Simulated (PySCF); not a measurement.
## State search for AlP

Unrestricted PBE0; PySCF, no relativity, basis sets Al def2-TZVP, P def2-TZVP. Outer shells of the fragments: Al 3s2 3p1; P 3s2 3p3.

Followed along the bond (rough minima from three points):

```
2Ms+1  unpaired  ⟨S²⟩ at the start  R at minimum (Å)  Te (eV)
    3  σ ↑, π ↑               2.02              2.22     0.00
    3      π ↑↑               2.01              2.43     0.02
    1  σ ↓, π ↑               1.02              2.20     0.13
    1      π ↑↓               1.01              2.43     0.32
    1      none               0.00  none in the scan   ≤ 0.89
```

Solutions found at the starting distance of 2.260 Å, counted from the lowest of them; the search is not exhaustive and high or unbound solutions are not listed, so other states can lie among these:

```tsv
2Ms+1	unpaired	term	E (eV)	⟨S²⟩	⟨Lz²⟩	μ (D)
3	σ ↑, π ↑	³Π	0.00	2.02	1.02	-2.54
3	π ↑↑	³Σ⁻	0.13	2.01	0.00	-0.13
1	σ ↓, π ↑	mixed	0.14	1.02	1.02	-2.69
1	π ↑↓	mixed	0.43	1.01	2.03	-0.08
1	none	¹Σ⁺	1.12	0.00	0.00	-4.04
1	none	mixed	1.48	0.00	2.01	0.14
5	σ ↑, π ↑↑↑	⁵Π	1.97	6.01	1.01	0.17
3	σ ↑, π ↑↑↓	mixed	2.41	3.02	3.04	0.11
3	σ ↓, π ↑↑↑	mixed	2.61	3.03	1.01	0.49
3	π ↑↑	mixed	2.95	2.10	2.02	-2.00
```

A term symbol is given only where ⟨S²⟩ and ⟨Lz²⟩ are close to those of a pure state; real π, δ and φ orbitals otherwise mix terms. A positive dipole means Al(−)P(+).

Problem. Compare the gap between the two lowest followed solutions at the starting distance with the gap between their minima.

Solution. At PBE0 the second solution (triplet, unpaired electrons π ↑↑) lies +0.13 eV from the first (triplet, unpaired electrons σ ↑, π ↑) at 2.260 Å and +0.02 eV at the minima; the two curves relax by different amounts, since their minima lie near 2.43 and 2.22 Å. A gap this small is a tie at this level.
